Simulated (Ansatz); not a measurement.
Input file:

```yaml
crystal:
  periodic: [false, false, false]
  atoms:
    - {symbol: B, position_ang: [-0.025051, 0.048236, 0.047775]}
    - {symbol: H, position_ang: [0.389634, 0.860732, 0.858428]}
    - {symbol: H, position_ang: [-0.449378, -0.759457, 0.858236]}
    - {symbol: H, position_ang: [-0.437863, 0.856883, -0.767668]}
    - {symbol: H, position_ang: [0.766299, -1.475533, -1.461426]}
basis:
  gaussian: {orbitals: def2-SVP}
magnetization: {spin_polarized: false, initial_magnetization: 1}
hamiltonian: {xc: {name: B3LYP}}
correlation: {method: ccsdt_q, electrons: valence}
scf: {omitted_lower_state_checks: [cluster_reference]}
```

```sh
$ ansatz run in.yaml --threads 1 --pin off --events-out ev --progress --plain --max-ram 2393MiB
```

Task: Roughly how long does this take on 1 thread of Arm Neoverse V2, shared host, and how much host memory?

Result: 7.5 s wall and 0.19 GiB.

```
these checks for a lower state are left out or cut short: cluster_reference
628 factors; integrals over basis functions are off by at most 2.3e-7 eV
mean field evaluation 1: about -733.4864 eV, gradient 1.9e1 eV
mean field evaluation 2: about -733.4841 eV, gradient 1.9e1 eV
mean field evaluation 4: about -735.7266 eV, gradient 6.4e0 eV
mean field evaluation 8: about -736.1504 eV, gradient 1.0e-1 eV
mean field evaluation 16: about -736.1502 eV, gradient 2.6e-5 eV
mean field -736.15020790 eV, -27.0530211599 hartree, gradient 1.3e-6 eV, S^2 0.750000; 1 other end points of the search recorded, 0 dependent functions left out
1 core orbitals not correlated: weight in the atoms' cores, before any rotation towards them, 1.000 or more for the frozen orbitals, at most 0.000 for the correlated occupied ones
reference -729.48299001 eV, -26.8080054215 hartree; 4, 3 occupied and 29, 30 virtual orbitals, 628 factors
second order -2.77375876 eV of doubles, -0.16108040 eV of singles
cycle   1  -3.39069980 eV  change   -4.6e-1 eV  update   5.1e-2
cycle   2  -3.61981532 eV  change   -2.3e-1 eV  update   2.1e-2
cycle   3  -3.63641844 eV  change   -1.7e-2 eV  update   6.7e-3
cycle   4  -3.63808126 eV  change   -1.7e-3 eV  update   4.0e-3
cycle   5  -3.63843146 eV  change   -3.5e-4 eV  update   2.8e-3
cycle   6  -3.63934665 eV  change   -9.2e-4 eV  update   2.1e-3
cycle   7  -3.64110579 eV  change   -1.8e-3 eV  update   1.2e-3
cycle   8  -3.64131367 eV  change   -2.1e-4 eV  update   5.7e-4
cycle   9  -3.64116806 eV  change    1.5e-4 eV  update   3.0e-4
cycle  10  -3.64125362 eV  change   -8.6e-5 eV  update   1.3e-4
cycle  11  -3.64133776 eV  change   -8.4e-5 eV  update   5.5e-5
cycle  12  -3.64132911 eV  change    8.7e-6 eV  update   2.1e-5
cycle  13  -3.64131577 eV  change    1.3e-5 eV  update   8.9e-6
cycle  14  -3.64130781 eV  change    8.0e-6 eV  update   3.4e-6
cycle  15  -3.64130612 eV  change    1.7e-6 eV  update   1.4e-6
cycle  16  -3.64130621 eV  change   -9.4e-8 eV  update   5.8e-7
perturbative correction -0.00145079 eV, -0.0000533156 hartree
Total energy: -733.12574702 eV, -26.9418742724 hartree
Checks for a lower state left out: cluster_reference
```
